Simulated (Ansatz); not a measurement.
We consider litharge PbO, described by PBEsol (plane waves, PAW; Ansatz, a first-principles code).

Run with plane-wave cutoff 560 eV, 10×10×8 k mesh (along the axes of the cell as run), Fermi–Dirac smearing 0.01 eV, scalar-relativistic PAW data made under PBE.

Starting structure:

```
CELL_PARAMETERS angstrom
      3.98000     0.00000     0.00000
      0.00000     3.98000     0.00000
      0.00000     0.00000     5.02000
ATOMIC_POSITIONS crystal
  Pb 0.50000 0.00000 0.76500
  Pb 0.00000 0.50000 0.23500
  O  0.50000 0.50000 0.00000
  O  0.00000 0.00000 0.00000
```

**Question.** Into what structure does the relaxation of cell and atoms lead at this level, with the symmetry of the start kept?

**Answer.** The volume grows by 1.7 %; final space group P4/nmm.
```
CELL_PARAMETERS angstrom
      3.98719     0.00000     0.00000
      0.00000     3.98719     0.00000
      0.00000     0.00000     5.08841
ATOMIC_POSITIONS crystal
  Pb 0.50000 0.00000 0.76716
  Pb 0.00000 0.50000 0.23284
  O  0.50000 0.50000 0.00000
  O  0.00000 0.00000 0.00000
```

Note: the cell comes from a level without a dispersion term, which matters for the spacing of layers, chains or molecules; the cell has widely spaced layers and the level no dispersion term, so their spacing and the moduli can rest on weak binding.
